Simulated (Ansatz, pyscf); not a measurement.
O=Si: [singlet] + NH₃ -> H₂N–Si:–OH [singlet], an addition across a multiple bond or ene-type step on the singlet surface: H–N broken, N–Si, H–O formed. Structures and frequencies: ωB97X-D3(BJ)/def2-SVP in PySCF. Wave-function energies: Ansatz (an electronic-structure program), frozen core, RHF or UHF references. In kJ/mol, from the separated reactants.

```tsv
level	barrier	reaction energy
B3LYP-D3(BJ)/def2-TZVP	26.19	-128.33
ωB97X-D3(BJ)/def2-TZVP	20.05	-143.02
CCSD(T)/cc-pV(D+d)Z	47.91	-95.95
CCSDT(Q)/cc-pV(D+d)Z	___	___
CCSD(T)/cc-pV(T+d)Z	36.59	-120.16
CCSD(T)/cc-pV(Q+d)Z	___	-126.33
```

Question: Fill in the missing entries.

Answer: 
- CCSDT(Q)/cc-pV(D+d)Z, barrier: 48.48
- CCSDT(Q)/cc-pV(D+d)Z, reaction energy: -93.75
- CCSD(T)/cc-pV(Q+d)Z, barrier: 35.02

In cc-pV(D+d)Z, going from CCSD(T) to CCSDT(Q) shifts the barrier by +0.56 and the reaction energy by +2.20 kJ/mol. With HF in the quadruple-zeta basis and the correlation energy extrapolated as X⁻³ from X = 3, 4, CCSD(T) gives 32.47 and -130.26; adding the double-zeta shift gives ΔE‡ = 33.03 and ΔE = -128.06 kJ/mol, without core correlation, relativity or geometry relaxation at these levels. On the reactant side the descent ends in a bound adduct, 48.42 kJ/mol under the separated species and 68.47 kJ/mol under the saddle at ωB97X-D3(BJ)/def2-TZVP. On the product side the descent ends in a point that may be a rotor saddle (no frequency run), 7.84 kJ/mol over the lowest minimum found and 155.23 kJ/mol under the saddle at ωB97X-D3(BJ)/def2-TZVP. One saddle was located; it need not be the lowest between these sides.
